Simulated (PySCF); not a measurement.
# C3H4FP: magnetic properties, part 1 of 2

Aim: compute the magnetic properties of C3H4FP (`[H]/P=C(/F)C=C`).

Programs: PySCF 2.14.0, with routines of our own; each step states its level. All values are computed. Atoms count from 0.

## Step 1: The starting structure

9 atoms, charge 0, multiplicity 1; geometry from: GFN2-xTB.

## Step 2: Relaxing the molecule at PBE0-D3(BJ)/def2-SVP

Job settings and geometry (Å):

```
{"job": {"xc": "PBE0", "basis": "def2-SVP", "d3": "d3bj", "grid": 1, "kind": "geom"}, "charge": 0, "multiplicity": 1}
C     -1.555957    -0.152418     0.045803
C     -0.273286    -0.211408    -0.315317
C      0.800298     0.357329     0.450146
F      0.426174     0.977987     1.592124
P      2.459281     0.352149     0.114384
H     -1.861962     0.337327     0.954899
H     -2.331809    -0.591413    -0.555970
H      0.027882    -0.704940    -1.229428
H      2.322941    -0.358620    -1.081822
```

The run is started by

```console
OMP_NUM_THREADS=1 python excited_run.py task.json out
```

The driver reads the jobs from task.json and runs them one after another.

What it wrote:

```text
step   0  E = -557.22948696  max force = 0.013590
step   1  E = -557.23087890  max force = 0.003484
step   2  E = -557.23072850  max force = 0.004563
step   3  E = -557.23093044  max force = 0.001551
step   4  E = -557.23094933  max force = 0.000825
step   5  E = -557.23096010  max force = 0.000762
step   6  E = -557.23095972  max force = 0.000478
step   7  E = -557.23096232  max force = 0.000163
optimisation converged
```

Run time: 16 s. Hardware: 1 thread of Arm Neoverse V1, shared host; peak memory 0.49 GiB.

Step by step: (the energy doesn't fall at every step)

| step | energy from step 0 (eV) | largest force component (eV/Å) |
| --- | --- | --- |
| 0 | 0.0000 | 0.6988 |
| 1 | -0.0379 | 0.1792 |
| 2 | -0.0338 | 0.2346 |
| 3 | -0.0393 | 0.0798 |
| 4 | -0.0398 | 0.0424 |
| 5 | -0.0401 | 0.0392 |
| 6 | -0.0401 | 0.0246 |
| 7 | -0.0401 | 0.0084 |

Distances of close pairs at the start and the end, largest changes first:

| bond | before (Å) | after (Å) | change (Å) |
| --- | --- | --- | --- |
| P4–H8 | 1.398 | 1.430 | +0.032 |
| C2–F3 | 1.353 | 1.336 | -0.017 |
| C0–H6 | 1.076 | 1.092 | +0.016 |
| C0–H5 | 1.077 | 1.092 | +0.015 |
| C1–C2 | 1.436 | 1.450 | +0.014 |
| C1–H7 | 1.082 | 1.093 | +0.011 |
| C0–C1 | 1.334 | 1.342 | +0.008 |
| C2–P4 | 1.693 | 1.699 | +0.006 |

The final coordinates are the input of the step that follows.

| at the end point | value |
| --- | --- |
| point group (found at 0.08 Å tolerance) | Cs |
| rotational constants (GHz, main isotopes) | 8.954, 2.619, 2.027 |
| dipole moment (D) | 2.20 |

## Step 3: Magnetic properties: GIAO OPBE/aug-pcSseg-1

Job settings and geometry (Å):

```
{"job": {"kind": "mag", "xc": "OPBE", "basis": "aug-pcSseg-1"}, "charge": 0, "multiplicity": 1}
C     -1.582161    -0.306429    -0.008374
C     -0.285325    -0.355475    -0.350058
C      0.765023     0.252758     0.442391
F      0.316788     0.870731     1.538260
P      2.440833     0.275548     0.165050
H     -1.906059     0.205400     0.900637
H     -2.345935    -0.777366    -0.630658
H      0.035628    -0.868850    -1.259835
H      2.329908    -0.479407    -1.043995
```

With the program's defaults for keys left out, this is: GIAO OPBE/aug-pcSseg-1 magnetisability, rotational g tensor and spin-rotation constants, non-relativistic, gas phase.

What it wrote:

```text
coarse grid: 8448 points
cycle   1  E = -557.6238413418  dE =  4.562e-01  |g| = 4.798e-01  |ddm| = 5.130e+00
cycle   2  E = -557.4840269898  dE =  1.398e-01  |g| = 9.166e-01  |ddm| = 1.671e+00
cycle   3  E = -557.6443366330  dE = -1.603e-01  |g| = 2.713e-01  |ddm| = 1.432e+00
cycle   4  E = -557.6691843092  dE = -2.485e-02  |g| = 9.911e-02  |ddm| = 5.405e-01
cycle   5  E = -557.6717721158  dE = -2.588e-03  |g| = 3.618e-02  |ddm| = 1.914e-01
cycle   6  E = -557.6720582661  dE = -2.862e-04  |g| = 1.621e-02  |ddm| = 8.211e-02
cycle   7  E = -557.6721299356  dE = -7.167e-05  |g| = 5.371e-03  |ddm| = 2.748e-02
cycle   8  E = -557.6721374192  dE = -7.484e-06  |g| = 1.777e-03  |ddm| = 1.038e-02
final grid: 78648 points
cycle   9  E = -557.7044126355  dE = -3.091e-05  |g| = 2.461e-02  |ddm| = 2.850e-01
cycle  10  E = -557.7028109767  dE =  1.602e-03  |g| = 7.307e-02  |ddm| = 1.437e-01
cycle  11  E = -557.7045315944  dE = -1.721e-03  |g| = 1.109e-02  |ddm| = 1.220e-01
cycle  12  E = -557.7045717442  dE = -4.015e-05  |g| = 1.547e-03  |ddm| = 1.709e-02
cycle  13  E = -557.7045720984  dE = -3.542e-07  |g| = 6.421e-04  |ddm| = 2.906e-03
cycle  14  E = -557.7045722013  dE = -1.029e-07  |g| = 2.195e-04  |ddm| = 1.394e-03
cycle  15  E = -557.7045722151  dE = -1.382e-08  |g| = 8.856e-05  |ddm| = 4.661e-04
cycle  16  E = -557.7045722176  dE = -2.431e-09  |g| = 1.731e-05  |ddm| = 2.128e-04
cycle  17  E = -557.7045722177  dE = -1.056e-10  |g| = 3.914e-06  |ddm| = 4.540e-05
converged SCF energy = -557.7045722177

Magnetisability tensor (1e-30 J/T^2)
     -710.52       18.11      -15.44
       18.11     -838.90      158.68
      -15.44      158.68     -674.78
isotropic -741.40   principal values    -937.92   -708.20   -578.09
isotropic susceptibility -44.648 1e-6 cm^3/mol

Inertial axes            a          b          c
rot. const./GHz      8.9540     2.6195     2.0266
chi total           -42.625    -34.838    -56.482
chi diamagnetic    -197.398   -510.282   -639.130
chi paramagnetic    154.773    475.445    582.647
quadrupole/D A        1.818      2.220     -4.038
g nuclear            0.5575     0.5478     0.5500
g electronic        -0.6511    -0.5851    -0.5547
g total             -0.0935    -0.0372    -0.0047

Spin-rotation constants (kHz, H = +C I.J)
atom  isotope        aa         bb         cc
  3    19F       19.431      5.694      0.326
  4    31P       15.211      6.625      2.438
  5     1H       -0.706      0.205     -0.228
  6     1H        0.167     -0.074     -0.229
  7     1H       -0.857      0.301     -0.226
  8     1H       -0.812      0.181     -0.222
  0    13C*       3.264      1.016      0.236
  1    13C*       2.890      1.241      0.361
  2    13C*       3.253      1.861      0.533
* in the singly substituted isotopologue
```

Wall time 26 s (1 thread of Arm Neoverse V1, shared host); peak memory 0.52 GiB.

In short:

| quantity | value |
| --- | --- |
| magnetisability | -741·10⁻³⁰ J/T² |
| molar susceptibility | -44.6·10⁻⁶ cm³/mol |
| rotational g (a, b, c) | -0.0935, -0.0372, -0.0047 |

Orbitals, density, ELF and potential are computed afterwards from the orbital file.

Frontier orbitals at OPBE/aug-pcSseg-1, with the share of their density that lies nearest to each atom:

| orbital | energy (eV) | lies on |
| --- | --- | --- |
| HOMO | -5.99 | P4 42 %; C0, C2 about 18 % each |
| LUMO | -3.08 | P4 35 %; C0, C2 about 20 % each; C1 7 % |

ELF in a plane through or near 9 of the atoms.

Ten even steps from '0' (0.00) to '9' (1.00):
```
0000000000000000000000000000
0000000000000000000000000000
0000000000000000000000000000
0000000000123220000000000000
0000121000477763100000000000
0003676400487686201431000000
0037998720175585119998000000
0269998654457651079999200000
0369964726794541289996100000
0258845725825976723652000000
0025664344347453813587400000
0001379996014533758999920000
0000299999049997318999930000
0000289997059998204899700000
0000048961039997100143000000
0000001100004872000000000000
0000000000000000000000000000
0000000000000000000000000000
0000000000000000000000000000
0000000000000000000000000000
```
The map spans 10.2 Å across and 8.9 Å up, centred on the molecule. Atoms in the plane (x, y in Å): C0 (1.6, -0.1), C1 (0.3, -0.4), C2 (-0.8, 0.6), F3 (-0.3, 1.9), P4 (-2.5, 0.4), H5 (1.9, 0.9), H6 (2.3, -0.9), H7 (-0.1, -1.4), H8 (-2.4, -1.0).

On the surface of density 0.002 e/bohr³ the electrostatic potential runs, from the 1st to the 99th percentile, from -0.54 V near P4 to 1.19 V near H7.

## Step 4: Magnetic properties: GIAO LDA/aug-pcSseg-1

The job, as its differences from that of step 3:

```diff
@@ -1,2 +1,2 @@
-{"job": {"kind": "mag", "xc": "OPBE", "basis": "aug-pcSseg-1"}, "charge": 0, "multiplicity": 1}
+{"job": {"kind": "mag", "xc": "LDA", "basis": "aug-pcSseg-1"}, "charge": 0, "multiplicity": 1}
 C     -1.582161    -0.306429    -0.008374
```

Level: GIAO LDA/aug-pcSseg-1 magnetisability, rotational g tensor and spin-rotation constants, non-relativistic, gas phase.

What it wrote:

```text
coarse grid: 8448 points
cycle   1  E = -554.7974327769  dE =  4.419e-01  |g| = 4.787e-01  |ddm| = 4.816e+00
cycle   2  E = -554.6416721073  dE =  1.558e-01  |g| = 9.085e-01  |ddm| = 1.753e+00
cycle   3  E = -554.8101475460  dE = -1.685e-01  |g| = 3.140e-01  |ddm| = 1.489e+00
cycle   4  E = -554.8457814625  dE = -3.563e-02  |g| = 9.573e-02  |ddm| = 5.617e-01
cycle   5  E = -554.8476665727  dE = -1.885e-03  |g| = 4.239e-02  |ddm| = 1.657e-01
cycle   6  E = -554.8480462481  dE = -3.797e-04  |g| = 1.802e-02  |ddm| = 9.054e-02
cycle   7  E = -554.8481330765  dE = -8.683e-05  |g| = 6.891e-03  |ddm| = 3.008e-02
cycle   8  E = -554.8481443071  dE = -1.123e-05  |g| = 1.903e-03  |ddm| = 1.060e-02
cycle   9  E = -554.8481451395  dE = -8.324e-07  |g| = 3.282e-04  |ddm| = 3.340e-03
final grid: 78648 points
cycle  10  E = -554.8801696297  dE = -3.053e-05  |g| = 2.351e-03  |ddm| = 1.512e-01
cycle  11  E = -554.8801676626  dE =  1.967e-06  |g| = 3.751e-03  |ddm| = 1.140e-02
cycle  12  E = -554.8801705657  dE = -2.903e-06  |g| = 1.459e-03  |ddm| = 6.384e-03
cycle  13  E = -554.8801710642  dE = -4.985e-07  |g| = 4.501e-04  |ddm| = 2.562e-03
cycle  14  E = -554.8801711341  dE = -6.992e-08  |g| = 1.979e-04  |ddm| = 1.031e-03
cycle  15  E = -554.8801711461  dE = -1.201e-08  |g| = 4.216e-05  |ddm| = 3.047e-04
cycle  16  E = -554.8801711466  dE = -5.224e-10  |g| = 2.357e-05  |ddm| = 8.996e-05
converged SCF energy = -554.8801711466

Magnetisability tensor (1e-30 J/T^2)
     -717.44       16.82      -18.63
       16.82     -847.96      164.13
      -18.63      164.13     -677.58
isotropic -747.66   principal values    -950.18   -715.32   -577.48
isotropic susceptibility -45.025 1e-6 cm^3/mol

Inertial axes            a          b          c
rot. const./GHz      8.9540     2.6195     2.0266
chi total           -43.069    -34.785    -57.221
chi diamagnetic    -198.749   -511.120   -639.882
chi paramagnetic    155.680    476.335    582.661
quadrupole/D A        2.448      1.978     -4.426
g nuclear            0.5575     0.5478     0.5500
g electronic        -0.6549    -0.5862    -0.5547
g total             -0.0974    -0.0383    -0.0047

Spin-rotation constants (kHz, H = +C I.J)
atom  isotope        aa         bb         cc
  3    19F       19.701      5.846      0.280
  4    31P       16.612      7.332      2.651
  5     1H       -0.706      0.207     -0.232
  6     1H        0.177     -0.077     -0.231
  7     1H       -0.869      0.306     -0.225
  8     1H       -0.818      0.187     -0.224
  0    13C*       3.563      1.091      0.242
  1    13C*       3.150      1.337      0.391
  2    13C*       3.482      2.024      0.575
* in the singly substituted isotopologue
```

It took 17 s on 1 thread of Arm Neoverse V1, shared host; peak memory 0.52 GiB.

In short:

| quantity | value |
| --- | --- |
| magnetisability | -748·10⁻³⁰ J/T² |
| molar susceptibility | -45.0·10⁻⁶ cm³/mol |
| rotational g (a, b, c) | -0.0974, -0.0383, -0.0047 |

## Step 5: Magnetic properties: GIAO B3LYP/STO-3G

The job, as its differences from that of step 4:

```diff
@@ -1,2 +1,2 @@
-{"job": {"kind": "mag", "xc": "LDA", "basis": "aug-pcSseg-1"}, "charge": 0, "multiplicity": 1}
+{"job": {"kind": "mag", "xc": "B3LYP", "basis": "STO-3G"}, "charge": 0, "multiplicity": 1}
 C     -1.582161    -0.306429    -0.008374
```

Level: GIAO B3LYP/STO-3G magnetisability, rotational g tensor and spin-rotation constants, non-relativistic, gas phase.

What it wrote:

```text
coarse grid: 8448 points
cycle   1  E = -551.1040523282  dE =  4.352e-01  |g| = 3.474e-01  |ddm| = 4.056e+00
cycle   2  E = -551.0580263089  dE =  4.603e-02  |g| = 5.567e-01  |ddm| = 1.189e+00
cycle   3  E = -551.1482815837  dE = -9.026e-02  |g| = 6.272e-02  |ddm| = 7.052e-01
cycle   4  E = -551.1487338534  dE = -4.523e-04  |g| = 5.147e-02  |ddm| = 1.849e-01
cycle   5  E = -551.1497581008  dE = -1.024e-03  |g| = 1.224e-02  |ddm| = 1.065e-01
cycle   6  E = -551.1498121534  dE = -5.405e-05  |g| = 4.935e-03  |ddm| = 2.840e-02
cycle   7  E = -551.1498216601  dE = -9.507e-06  |g| = 4.618e-04  |ddm| = 8.399e-03
final grid: 78648 points
cycle   8  E = -551.1116635237  dE = -4.640e-07  |g| = 3.045e-03  |ddm| = 8.359e-03
cycle   9  E = -551.1116530326  dE =  1.049e-05  |g| = 5.963e-03  |ddm| = 1.391e-02
cycle  10  E = -551.1116662957  dE = -1.326e-05  |g| = 1.037e-03  |ddm| = 1.117e-02
cycle  11  E = -551.1116667711  dE = -4.754e-07  |g| = 1.863e-04  |ddm| = 2.129e-03
cycle  12  E = -551.1116667820  dE = -1.090e-08  |g| = 4.939e-05  |ddm| = 3.047e-04
cycle  13  E = -551.1116667829  dE = -8.923e-10  |g| = 9.332e-06  |ddm| = 7.935e-05
converged SCF energy = -551.1116667829

Magnetisability tensor (1e-30 J/T^2)
     -643.89       16.90      -31.99
       16.90     -815.96      214.06
      -31.99      214.06     -592.01
isotropic -683.95   principal values    -948.73   -642.63   -460.50
isotropic susceptibility -41.189 1e-6 cm^3/mol

Inertial axes            a          b          c
rot. const./GHz      8.9540     2.6195     2.0266
chi total           -38.697    -27.736    -57.133
chi diamagnetic    -189.342   -502.842   -634.586
chi paramagnetic    150.646    475.106    577.452
quadrupole/D A       -0.517      0.929     -0.411
g nuclear            0.5575     0.5478     0.5500
g electronic        -0.6337    -0.5847    -0.5498
g total             -0.0762    -0.0368     0.0003

Spin-rotation constants (kHz, H = +C I.J)
atom  isotope        aa         bb         cc
  3    19F       13.775      6.527     -0.863
  4    31P       13.755      6.870      1.513
  5     1H       -0.793      0.171     -0.224
  6     1H        0.022     -0.078     -0.224
  7     1H       -0.875      0.251     -0.230
  8     1H       -0.844      0.183     -0.212
  0    13C*       2.093      0.717      0.100
  1    13C*       2.022      0.870      0.147
  2    13C*       2.521      1.312      0.268
* in the singly substituted isotopologue
```

It took 2.3 s on 1 thread of Arm Neoverse V1, shared host; peak memory 0.52 GiB.

From this job:

| quantity | value |
| --- | --- |
| magnetisability | -684·10⁻³⁰ J/T² |
| molar susceptibility | -41.2·10⁻⁶ cm³/mol |
| rotational g (a, b, c) | -0.0762, -0.0368, 0.0003 |

(Continued in part 2 of 2.)
